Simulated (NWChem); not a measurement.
Basis-set convergence for hydrogen sulfide (H₂S)

SMILES: S
```xyz
3

S      0.0000     0.0000     0.1040
H     -0.9715     0.0000    -0.8320
H      0.9715     0.0000    -0.8320
```
Charge 0, spin multiplicity 1.

Program: NWChem. Structure: optimised with PBE0/def2-SVP, a minimum by its harmonic frequencies.

Quantity: vertical ionisation energy at the level ΔHF (Δ: difference of total energies, the cation a doublet at the parent's geometry with its hole in an orbital of symmetry b2 (C2v labels); it is the state that the SCF runs reached, from PBE0 orbitals for Hartree-Fock references, and need not be the lowest).

The Pople sets run with spherical d functions. The stability of the SCF solutions was not checked. Open-shell Hartree-Fock references start from PBE0 orbitals.

| basis | functions | vertical ionisation energy (eV) |
|---|---|---|
| STO-3G | 11 | (withheld) |
| 6-31G* | 22 | (withheld) |
| cc-pVDZ | 28 | 9.21 |
| 6-311G** | 38 | (withheld) |
| pcseg-2 | 62 | 9.21 |
| cc-pVTZ | 62 | 9.20 |
| def2-TZVPP | 70 | 9.19 |
| aug-cc-pVTZ | 96 | 9.21 |
| cc-pVQZ | 119 | 9.20 |
| def2-QZVP | 130 | 9.19 |

**Question.** What belongs in the gaps?

**Answer.** 
- STO-3G, vertical ionisation energy (eV): 6.78
- 6-31G*, vertical ionisation energy (eV): 9.26
- 6-311G**, vertical ionisation energy (eV): 9.23
